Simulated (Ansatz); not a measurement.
Compare A (`CC(Cl)CF`) with its isomer B (`CC(F)CCl`).

Computed with Ansatz on PBE0-D4/def2-TZVP structures; ΔE is electronic, products minus reactants. CCSD(T)/CBS adds triple-zeta CCSD(T) − MP2 to the extrapolated MP2 energy (def2 sets, frozen cores). DFT in def2-TZVPP. B3LYP here is the variant with VWN-RPA as its local correlation; programs differ in this. Each species was taken in one conformer, which may not be the lowest.

A:

```xyz
11

C     0.988    0.404   -0.734
C     0.121   -0.565    0.030
Cl    1.026   -1.283    1.400
C    -1.115    0.076    0.624
F    -1.900    0.574   -0.399
H     1.859   -0.101   -1.153
H     1.333    1.210   -0.082
H     0.408    0.839   -1.551
H    -0.176   -1.404   -0.601
H    -1.703   -0.655    1.183
H    -0.840    0.905    1.283
```

B:

```xyz
11

C     1.291    0.159    0.007
C    -0.135    0.464   -0.361
F    -0.266    0.410   -1.746
C    -1.150   -0.519    0.185
Cl   -1.272   -0.388    1.953
H     1.961    0.885   -0.454
H     1.565   -0.841   -0.337
H     1.419    0.204    1.090
H    -0.411    1.478   -0.053
H    -2.135   -0.307   -0.228
H    -0.867   -1.544   -0.055
```

Question: Which is lower in electronic energy at CCSD(T)/CBS, and by how much? (An estimate is asked.)

Answer: Computed: B, by 4.8 kJ/mol.

Question: Give E(B) − E(A) in kJ/mol with CCSD/def2-TZVPP, B3LYP-D4, PBE-D4, ωB97M-V, PBE0-D4, r2SCAN-D4, CCSD(T)/def2-TZVPP. (Best estimate.)

Answer: Computed: CCSD/def2-TZVPP -4.8, B3LYP-D4 -5.5, PBE-D4 -5.3, ωB97M-V -5.9, PBE0-D4 -5.5, r2SCAN-D4 -5.8, CCSD(T)/def2-TZVPP -4.3. None reverses the order clearly.

Largest T1 diagnostic: 0.010.
